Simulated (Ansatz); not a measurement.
Compare A (`CC1(C=O)CO1`) with its isomer B (`C=C(O)CC=O`).

Calculated with Ansatz (gas phase, PBE0-D4/def2-TZVP geometries, no zero-point term in ΔE). CBS: MP2 limit from def2 TZ/QZ plus the TZ coupled-cluster correction, frozen cores. Functionals use def2-TZVPP. B3LYP here is the variant with VWN-RPA as its local correlation; programs differ in this. Each species was taken in one conformer, which may not be the lowest.

(1) Which is lower in electronic energy at CCSD(T)/CBS, and by how much? (Estimate.)

(2) Give E(B) − E(A) in kcal/mol with MP2/def2-TZVPP, CCSD(T)/def2-TZVPP, HF/def2-TZVPP, PBE-D4, B3LYP-D4, r2SCAN-D4, B3LYP. (Best estimate.)

Largest T1 diagnostic: 0.014.

Answers

(1) Computed: B, by 12.8 kcal/mol.

(2) Computed: MP2/def2-TZVPP -10.7, CCSD(T)/def2-TZVPP -12.1, HF/def2-TZVPP -15.7, PBE-D4 -10.7, B3LYP-D4 -14.0, r2SCAN-D4 -11.0, B3LYP -14.2. None reverses the order clearly.

In def2-TZVPP, CCSD(T) changes the Hartree–Fock value by +3.5 kcal/mol (the triples alone add +0.3 kcal/mol) and MP2 by +4.9 kcal/mol.
